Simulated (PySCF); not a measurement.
Species: coumarin, C9H6O2.
Z-matrix (Å and degrees, PBE0-D3(BJ)/def2-SVP geometry), rows numbered from 1:
```
O 
C   1  1.1977
C   2  1.4602  1  126.06
C   3  1.3506  2  121.68  1  -179.56
C   4  1.4395  3  120.50  2    -0.06
C   5  1.4048  4  124.13  3   179.78
C   6  1.3861  5  120.60  4  -179.97
C   7  1.4012  6  119.73  5    -0.03
C   8  1.3887  7  120.80  6     0.01
C   9  1.3955  8  119.20  7     0.03
O  10  1.3491  5  121.34  4     0.06
H   3  1.0903  2  115.51  1     0.36
H   4  1.0937  3  120.66  2   179.92
H   6  1.0930  5  118.79  4    -0.00
H   7  1.0916  6  120.18  5   179.95
H   8  1.0924  7  119.84  6   179.97
H   9  1.0910  8  122.05  7   179.96
```

The closed-shell ground state was solved at several levels (PySCF, density fitting, gas phase, non-relativistic).

```
          level  basis functions  total energy (Eh)  HOMO (eV)  LUMO (eV)  gap (eV)  dipole (D)
  PBE0/pcSseg-1              217          -496.4036      -7.09      -2.09      5.00        4.90
 B3LYP/pcSseg-2              480          -497.2186      -6.85      -2.25      4.60        4.97
B3LYP/def2-SVPD              274          -496.6921      -6.89      -2.28      4.61        5.03
```

Problem. Estimate the row for B3LYP/pcJ-1, a basis of 357 functions; the other rows only guide the guess.

Solution. Total energy -497.0377 Eh, HOMO -6.85 eV, LUMO -2.23 eV, gap 4.62 eV, dipole 4.93 D.

Problem. How much does the basis alone move the frontier levels among the 3 B3LYP rows (the withheld one included)?

Solution. The HOMO by 0.04 eV and the LUMO by 0.05 eV. By rising basis size (HOMO, LUMO in eV): def2-SVPD -6.89, -2.28; pcJ-1 -6.85, -2.23; pcSseg-2 -6.85, -2.25.

Problem. How far do the dipole and the HOMO energy spread over the levels?

Solution. The dipole runs from 4.90 to 5.03 D (mean 4.96 D) and the HOMO from -7.09 to -6.85 eV.
